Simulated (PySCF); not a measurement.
## Removing an electron from `C[SiH2][SiH3]`

Compound: CH8Si2.
Z-matrix (Å and degrees, PBE0-D3(BJ)/def2-SVP geometry), rows numbered from 1:
```
C 
Si  1  1.8854
Si  2  2.3457  1  110.60
H   1  1.1007  2  110.87  3  -179.11
H   1  1.1007  2  110.72  3   -59.00
H   1  1.1008  2  110.64  3    60.84
H   2  1.4982  1  110.41  3   120.59
H   2  1.4982  1  110.38  3  -120.65
H   3  1.4977  2  110.17  1   -59.00
H   3  1.4977  2  110.19  1    60.11
H   3  1.4963  2  111.51  1  -179.45
```

Level: CAM-B3LYP/def2-SVPD (PySCF). Frontier orbitals with their largest atomic shares (Löwdin; up to four atoms above 4 %):

```json
{"orbital": "HOMO−3", "ε (eV)": "-11.29", "main atoms": "Si3 34 %, H11 25 %, C1 9 %, Si2 9 %"}
{"orbital": "HOMO−2", "ε (eV)": "-10.64", "main atoms": "Si2 28 %, H8 17 %, H7 17 %, Si3 15 %"}
{"orbital": "HOMO−1", "ε (eV)": "-10.56", "main atoms": "C1 31 %, Si2 23 %, Si3 10 %, H11 8 %"}
{"orbital": "HOMO", "ε (eV)": "-9.32", "main atoms": "?"}
{"orbital": "LUMO", "ε (eV)": "0.95", "main atoms": "Si2 26 %, C1 19 %, Si3 15 %, H4 8 %"}
{"orbital": "LUMO+1", "ε (eV)": "1.27", "main atoms": "Si3 48 %, Si2 13 %, H10 10 %, H9 10 %"}
{"orbital": "LUMO+2", "ε (eV)": "1.52", "main atoms": "Si3 25 %, Si2 24 %, H11 11 %, H8 8 %"}
```

What vertical ionisation energy does ΔSCF give, and how far is −ε(HOMO) from it?

ΔSCF: 10.16 eV (980 kJ/mol; threshold wavelength 122 nm); ⟨S²⟩ of the doublet left behind is 0.753, against 0.75 for a pure doublet. −ε(HOMO) is 9.32 eV, 0.84 eV below it. For the exact functional −ε(HOMO) would equal the first vertical ionisation energy; CAM-B3LYP (range-separated hybrid) falls short of its own ΔSCF value by 8 %. Holes in the HOMO−1 and HOMO−2 were tried too where these lie within 1.2 eV of the HOMO; the lowest converged state counts.

On which atoms does the HOMO lie?

Si3 (SiH3 silicon) 34 %, Si2 (SiH2 silicon) 32 %, C1 (Si-methyl carbon) 8 %, H11 (Si–H hydrogen) 5 %, so no atom holds as much as 40 %. The HOMO−1 lies 1.24 eV lower.

What total energies stand behind the ΔSCF value?

E(N) = -621.66682 Eh and E(N − 1) = -621.29347 Eh at the same geometry, 0.37335 Eh apart.

With α = 73.3 au, estimate the like-pair dispersion coefficient by London's formula C6 = (3/4)α²I.

I = 0.3734 Eh, so C6 ≈ 1500 au, a rough estimate.

What kinetic energy would electrons from this vertical process carry with 118.2 nm light (10.49 eV)?

10.49 − 10.16 = 0.33 eV.

Geometry: PBE0-D3(BJ)/def2-SVP; no solvent, vibrations or thermal averaging.
